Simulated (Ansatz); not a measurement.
A run of Ansatz (development build ahead of 0.2.0) on singlet H₃O(+) at this shape:

```xyz
4

O     0.0087   -0.0004    0.0794
H     0.9508    0.0062   -0.1992
H    -0.4662    0.8102   -0.1930
H    -0.4707   -0.8071   -0.1957
```

Its results:

```yaml
Converged: yes
Reference_energy: -75.32974 hartree
Correlation_energy: -0.04800 hartree
Total_energy: -75.37774 hartree
Spin_squared_of_the_determinant: 0.000
```

Which input gives this output? Name the method, the orbitals and the basis set, and write the input.

RHF-MP2 in STO-3G. An unrestricted run that stays on the closed shell gives the same numbers.

```yaml
crystal:
  periodic: [false, false, false]
  atoms:
    - { symbol: O, position_ang: [0.00868, -0.00045, 0.07941] }
    - { symbol: H, position_ang: [0.95077, 0.00616, -0.19916] }
    - { symbol: H, position_ang: [-0.46624, 0.81015, -0.19299] }
    - { symbol: H, position_ang: [-0.47071, -0.80705, -0.19568] }
basis:
  gaussian: { orbitals: STO-3G }
total_charge: 1
hamiltonian:
  xc: hf
correlation:
  method: mp2
  frozen_orbitals: { H: 0, O: 1 }
```
